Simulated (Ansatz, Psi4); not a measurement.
Molecule: tetrachlorosilane, SiCl₄, charge 0, multiplicity 1. SMILES: Cl[Si](Cl)(Cl)Cl
Geometry: optimised at B3LYP-D3(BJ)/def2-TZVP (Ansatz, an electronic-structure program).

Quantity: vertical triplet-singlet gap, E(triplet) - E(singlet), in eV. Set-up: six Cartesian d functions in 6-31G* and its kin unless marked 5d; each state is the SCF solution reached for its charge and spin; 6-311+G** with 5d, 6d on Na to Ar in Ansatz; non-relativistic; spin-orbit terms left out; valence correlation only; UHF or UKS for open shells; dispersion terms only where a functional's name holds one. First-principles rows: single points at B3LYP-D3(BJ) geometries (Ansatz). Levels can end on unlike triplets.

```csv
level,program,"vertical triplet-singlet gap, E(triplet) - E(singlet) (eV)"
HF/6-311+G**,Ansatz,7.80
PBE/6-311+G**,Ansatz,6.11
B3LYP/STO-3G,Ansatz,6.90
B3LYP/3-21G,Ansatz,6.49
B3LYP/6-31G*,Ansatz,6.86
B3LYP/6-311+G**,Ansatz,6.69
wB97X-D/6-31G*,Psi4,7.53
MP2/6-31G*,Ansatz,8.26
MP2/6-311+G**,Ansatz,8.00
PBE0/def2-TZVPD,Ansatz,6.98
```

No value to compare with is used here. The 9 habitual levels span 6.11 (PBE/6-311+G**) to 8.26 eV (MP2/6-31G*); PBE0/def2-TZVPD gives 6.98.

The levels are drawn from those run, B3LYP/6-31G* more often than the rest, none by its result; left out are runs that failed, that the program found above a lower state of the same kind, or whose <S^2> lies over 0.5 above the pure value.
